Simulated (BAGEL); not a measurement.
**B3LYP/6-31G(d) (density fitting with qzvpp-jkfit, spherical functions) run of C2H4F2S (SMILES FCSCF)**

What is the energy change on altering one bond length of C2H4F2S at B3LYP/6-31G* (density fitting with qzvpp-jkfit, spherical functions)? 

The calculation is run with BAGEL 1.2.2.

2 further runs of the same task are left out: 2 set aside as unsound or not needed. Runs told in other sessions of the task aren't counted.

## Step 1: The system as given

The species is C2H4F2S (9 atoms), meant as a singlet with charge 0. As SMILES, `FCSCF`. Geometry: relaxed at GFN2-xTB. This is one conformer, not always the lowest.

Bond lengths: F1–C2 1.361 Å, C2–S3 1.817 Å, S3–C4 1.816 Å, C4–F5 1.362 Å, C2–H6 1.093 Å, C2–H7 1.091 Å, C4–H8 1.093 Å, C4–H9 1.091 Å. Some angles: F1–C2–S3 111.3°, C2–S3–C4 98.0°, S3–C4–F5 111.3°, F1–C2–H6 108.1°, F1–C2–H7 108.5°, S3–C2–H6 109.6°, S3–C2–H7 107.5°, S3–C4–H8 109.6°, S3–C4–H9 107.5°, F5–C4–H8 108.1°.

## Step 2: A single-point energy at B3LYP/6-31G(d) (density fitting with qzvpp-jkfit, spherical functions)

The input, input.json:

```json
{ "bagel": [

{
  "title": "molecule",
  "basis": "6-31gs.json",
  "df_basis": "qzvpp-jkfit",
  "angstrom": true,
  "geometry": [
    { "atom": "F", "xyz": [    0.209210,   -0.331020,   -1.924700 ] },
    { "atom": "C", "xyz": [    0.888130,    0.371850,   -0.977230 ] },
    { "atom": "S", "xyz": [    0.954980,   -0.534260,    0.595970 ] },
    { "atom": "C", "xyz": [   -0.804910,   -0.418360,    1.028570 ] },
    { "atom": "F", "xyz": [   -1.154870,    0.859680,    1.341830 ] },
    { "atom": "H", "xyz": [    0.375340,    1.325600,   -0.829310 ] },
    { "atom": "H", "xyz": [    1.915080,    0.510300,   -1.319300 ] },
    { "atom": "H", "xyz": [   -1.413280,   -0.738170,    0.178440 ] },
    { "atom": "H", "xyz": [   -0.969690,   -1.045620,    1.905730 ] }
  ]
},
{
  "title": "ks",
  "xc_func": "b3lyp"
},
{
  "title": "print",
  "file": "orbitals.molden",
  "orbitals": true
}

]}
```

The basis set 6-31G* is read from a file made from the Basis Set Exchange's data (not shown).

Run with:

```console
BAGEL_NUM_THREADS=1 BAGEL input.json > input.out
```

Standard output:

```text
* using 1 threads per process

  ===============================================================
  ===============================================================

  *** Geometry ***

  { "atom" : "F", "xyz" : [      0.395350,     -0.625537,     -3.637156 ] },
  { "atom" : "C", "xyz" : [      1.678322,      0.702695,     -1.846697 ] },
  { "atom" : "S", "xyz" : [      1.804651,     -1.009605,      1.126220 ] },
  { "atom" : "C", "xyz" : [     -1.521059,     -0.790586,      1.943716 ] },
  { "atom" : "F", "xyz" : [     -2.182388,      1.624560,      2.535691 ] },
  { "atom" : "H", "xyz" : [      0.709290,      2.505021,     -1.567169 ] },
  { "atom" : "H", "xyz" : [      3.618977,      0.964327,     -2.493116 ] },
  { "atom" : "H", "xyz" : [     -2.670712,     -1.394939,      0.337203 ] },
  { "atom" : "H", "xyz" : [     -1.832449,     -1.975935,      3.601308 ] },

  Number of auxiliary basis functions:      504

  Since a DF basis is specified, we compute 2- and 3-index integrals:
    o Being stored without compression. Storage requirement is 0.027 GB

  Number of basis functions:       82
  Number of electrons      :       50

    * METHOD: MOLECULE                             0.44

  *** Kohn-Sham DFT ***

    * Removing 17132 points whose weight is below 1.00e-10
    * Grid points: 117022

  === Nuclear Repulsion ===
   238.7381089091

       - DIIS with orbital gradients will be used.

  === KS iteration (b3lyp / 6-31gs.json) ===
      0       -646.93750867          0.13572999           0.62
      1       -636.52344284          0.17376165           0.58
      2       -650.13102657          0.14106995           0.58
      3       -675.62502629          0.03823894           0.58
      4       -676.03468634          0.02939247           0.58
      5       -676.44383725          0.00435953           0.58
      6       -676.45401462          0.00086753           0.58
      7       -676.45436875          0.00042966           0.58
      8       -676.45448718          0.00017515           0.58
      9       -676.45450493          0.00003546           0.58
     10       -676.45450536          0.00001666           0.58
     11       -676.45450551          0.00000401           0.59
     12       -676.45450551          0.00000379           0.58
     13       -676.45450552          0.00000026           0.58
     14       -676.45450552          0.00000010           0.58
     15       -676.45450552          0.00000005           0.58
     16       -676.45450552          0.00000001           0.58
    * SCF iteration converged.

    * Permanent dipole moment:
           (    0.014396,    -0.008318,     0.014090) a.u.

    * METHOD: KS                                  10.84

    * METHOD: PRINT                                0.03

  ===============================================================
```

It took 12 s on 1 thread of Arm Neoverse N1, shared host; peak memory 0.47 GiB.

## Step 3: The distorted shape

The input, input.json:

```json
{ "bagel" : [

{
  "title" : "molecule",
  "basis" : "6-31gs.json",
  "df_basis" : "qzvpp-jkfit",
  "angstrom" : true,
  "geometry" : [
    { "atom" : "F", "xyz" : [       0.005515,      -0.541901,      -2.208968 ] },
    { "atom" : "C", "xyz" : [       0.888130,       0.371850,      -0.977230 ] },
    { "atom" : "S", "xyz" : [       0.954980,      -0.534260,       0.595970 ] },
    { "atom" : "C", "xyz" : [      -0.804910,      -0.418360,       1.028570 ] },
    { "atom" : "F", "xyz" : [      -1.154870,       0.859680,       1.341830 ] },
    { "atom" : "H", "xyz" : [       0.375340,       1.325600,      -0.829310 ] },
    { "atom" : "H", "xyz" : [       1.915080,       0.510300,      -1.319300 ] },
    { "atom" : "H", "xyz" : [      -1.413280,      -0.738170,       0.178440 ] },
    { "atom" : "H", "xyz" : [      -0.969690,      -1.045620,       1.905730 ] }
  ]
},

{
  "title" : "ks",
  "xc_func" : "b3lyp",
  "charge" : 0
},

{
  "title" : "print",
  "file" : "orbitals.molden",
  "orbitals" : true
}

]}
```

The basis set 6-31G* is read from a file made from the Basis Set Exchange's data (not shown).

Run with:

```console
BAGEL_NUM_THREADS=1 BAGEL input.json > input.out
```

Standard output:

```text
* using 1 threads per process

  ===============================================================
  ===============================================================

  *** Geometry ***

  { "atom" : "F", "xyz" : [      0.010422,     -1.024044,     -4.174345 ] },
  { "atom" : "C", "xyz" : [      1.678322,      0.702695,     -1.846697 ] },
  { "atom" : "S", "xyz" : [      1.804651,     -1.009605,      1.126220 ] },
  { "atom" : "C", "xyz" : [     -1.521059,     -0.790586,      1.943716 ] },
  { "atom" : "F", "xyz" : [     -2.182388,      1.624560,      2.535691 ] },
  { "atom" : "H", "xyz" : [      0.709290,      2.505021,     -1.567169 ] },
  { "atom" : "H", "xyz" : [      3.618977,      0.964327,     -2.493116 ] },
  { "atom" : "H", "xyz" : [     -2.670712,     -1.394939,      0.337203 ] },
  { "atom" : "H", "xyz" : [     -1.832449,     -1.975935,      3.601308 ] },

  Number of auxiliary basis functions:      504

  Since a DF basis is specified, we compute 2- and 3-index integrals:
    o Being stored without compression. Storage requirement is 0.027 GB

  Number of basis functions:       82
  Number of electrons      :       50

    * METHOD: MOLECULE                             0.44

  *** Kohn-Sham DFT ***

    * Removing 16552 points whose weight is below 1.00e-10
    * Grid points: 117602

  === Nuclear Repulsion ===
   228.5573107190

       - DIIS with orbital gradients will be used.

  === KS iteration (b3lyp / 6-31gs.json) ===
      0       -643.97567202          0.13732350           0.63
      1       -618.78436393          0.18457234           0.59
      2       -639.13954411          0.17642566           0.59
      3       -669.50395539          0.08303288           0.59
      4       -673.66127531          0.05425141           0.59
      5       -670.50645726          0.08466565           0.59
      6       -676.10269735          0.02249092           0.60
      7       -676.34573257          0.01051896           0.59
      8       -676.40256560          0.00343921           0.59
      9       -676.40776021          0.00155933           0.59
     10       -676.40923518          0.00046431           0.59
     11       -676.40936523          0.00007298           0.59
     12       -676.40936913          0.00002592           0.59
     13       -676.40936965          0.00000506           0.60
     14       -676.40936965          0.00000489           0.59
     15       -676.40936967          0.00000165           0.59
     16       -676.40936967          0.00000053           0.59
     17       -676.40936967          0.00000032           0.59
     18       -676.40936967          0.00000006           0.59
     19       -676.40936967          0.00000002           0.59
     20       -676.40936967          0.00000000           0.58
    * SCF iteration converged.

    * Permanent dipole moment:
           (   -0.226195,    -0.189304,    -0.643975) a.u.

    * METHOD: KS                                  13.40

    * METHOD: PRINT                                0.02

  ===============================================================
```

Run time: 14 s. Hardware: 1 thread of Arm Neoverse N1, shared host; peak memory 0.47 GiB.

## Step 4: Outcome

At B3LYP/6-31G* (density fitting with qzvpp-jkfit, spherical functions):

| quantity | value |
| --- | --- |
| first shape: total energy | -676.45451 Eh |
| first shape: dipole moment | 0.06 D |
| first shape: HOMO energy | -7.00 eV |
| first shape: LUMO energy | 0.61 eV |
| first shape: HOMO–LUMO gap | 7.61 eV |
| distorted shape: total energy | -676.40937 Eh |
| distorted shape: dipole moment | 1.80 D |
| distorted shape: HOMO energy | -7.46 eV |
| distorted shape: LUMO energy | -1.24 eV |
| distorted shape: HOMO–LUMO gap | 6.22 eV |
| energy change with the F1–C2 bond stretched from 1.361 to 1.769 Å | 1.228 eV |

With the F1–C2 bond stretched from 1.361 to 1.769 Å the energy rises by 1.23 eV (119 kJ/mol). The first shape isn't relaxed at this level, so the change isn't measured from a minimum.
